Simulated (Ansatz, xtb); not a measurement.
System: C2F3N (charge 0, singlet). SMILES: FC(F)(C#N)F
Structure (B3LYP-D3(BJ)/def2-TZVP (Ansatz, an electronic-structure program) minimum search):
```xyz
6

C      0.0001    -0.0015    -0.3215
C     -0.0004     0.0053     1.1599
F     -0.0086     1.2491    -0.7901
F      1.0896    -0.6222    -0.7811
F     -1.0802    -0.6377    -0.7817
N     -0.0008     0.0106     2.3065
```
Charge 0, spin multiplicity 1.

Harmonic wavenumbers from GFN2-xTB (xtb, at its own minimum), cm⁻¹: 174, 174, 424, 424, 477, 585, 585, 759, 1066, 1066, 1145, 2423.

Q: Give the harmonic wavenumbers at B3LYP-D3(BJ)/def2-TZVP (Ansatz, finite differences of forces, unscaled).

A: 196, 196, 464, 464, 520, 628, 628, 808, 1183, 1183, 1223, 2387 cm⁻¹. Zero-point energy 14.1 kcal/mol.

Q: From these and the geometry, give the ideal-gas thermochemistry at 298.15 K and 1 atm (rigid rotor, harmonic oscillator).

A: Point group C3v, rotational symmetry number 3. Rotational constants 5.65, 2.944, 2.944 GHz. S(trans) 39.57, S(rot) 24.10, S(vib) 7.60, S(elec, spin only) 0.00, S 71.3 cal/(mol K). H(298) - H(0) 3.79 kcal/mol; G - E(el) -3.3 kcal/mol. Tabulated S at 1 bar: 71.2 cal/(mol K) (CRC Handbook, as tabulated in the package chemicals); it can hold hindered rotation or other conformers, which this model lacks.
